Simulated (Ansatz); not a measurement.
Basis sets compared for BH2(SMe) (CH₅BS). Charge 0, multiplicity 1. Geometry PBE0-D4/def2-TZVP. Ansatz on 4 threads of Arm Neoverse V1 on a shared host; times are rough, and most runs start from earlier orbitals.

```csv
atom,x (Å),y (Å),z (Å)
B1,-0.028,0.946,1.273
H2,0.214,-0.076,1.841
H3,-0.151,1.988,1.839
S4,-0.221,0.992,-0.465
C5,0.012,-0.710,-1.032
H6,0.272,-1.349,-0.190
H7,0.811,-0.729,-1.773
H8,-0.909,-1.062,-1.494
```

Binding counts from free atoms (B doublet, H doublet, S triplet, C triplet) in the same basis, without a counterpoise term.

| level | functions | energy (Eh) | HOMO (eV) | LUMO (eV) | binding per atom (eV) | wall time |
| --- | --- | --- | --- | --- | --- | --- |
| HF/6-31G | 41 | -462.9183 | -10.41 | 2.89 | 2.58 | 0.15 s |
| PBE-D4/def2-SVP | 71 | -463.7121 | -6.68 | -1.81 | 3.69 | 0.45 s |
| PBE0-D4/def2-SVP | 71 | -463.7648 | -7.82 | -0.89 | 3.66 | 0.45 s |

Question: Estimate the rows for HF/def2-TZVP, PBE-D4/def2-TZVP, PBE0-D4/def2-TZVP.

Answer: 
| level | functions | energy (Eh) | HOMO (eV) | LUMO (eV) | binding per atom (eV) | wall time |
| --- | --- | --- | --- | --- | --- | --- |
| HF/def2-TZVP | 129 | -463.0396 | -10.35 | 2.29 | 2.77 | 0.45 s |
| PBE-D4/def2-TZVP | 129 | -463.9262 | -6.74 | -1.98 | 3.69 | 0.75 s |
| PBE0-D4/def2-TZVP | 129 | -463.9750 | -7.85 | -1.04 | 3.65 | 1 s |
